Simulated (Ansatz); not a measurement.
## Ansatz (development build ahead of 0.2.0) run

```yaml
crystal:
  periodic: [false, false, false]
  atoms:
    - { symbol: Na, position_ang: [0.0, 0.0, -1.12588] }
    - { symbol: "N", position_ang: [0.0, 0.0, 1.12588] }
basis:
  gaussian: { orbitals: def2-SVP }
magnetization:
  spin_polarized: true
  initial_magnetization: 2
hamiltonian:
  xc: hf
correlation:
  method: mp2
  frozen_orbitals: { "N": 1, Na: 1 }
```

The input is written out in the form of the current development build from the run's settings.

The run gave:

```yaml
Converged: yes
Reference_energy: -216.11684 hartree
Correlation_energy: -0.07845 hartree
Total_energy: -216.19528 hartree
Spin_squared_of_the_determinant: 2.876
Stability_test: minimum
Occupied_orbitals_by_symmetry_in_an_Abelian_subgroup_alpha;_beta: 6 A1 2 B1 2 B2; 6 A1 1 B1 1 B2
```

Messages of the program:
```
mean field -5880.83870671 eV, -216.1168362961 hartree, gradient 3.7e-6 eV, S^2 2.876365; 13 other ends of a descent, 0 dependent functions left out
```

Caution: the unrestricted determinant is a mixture of spin states.
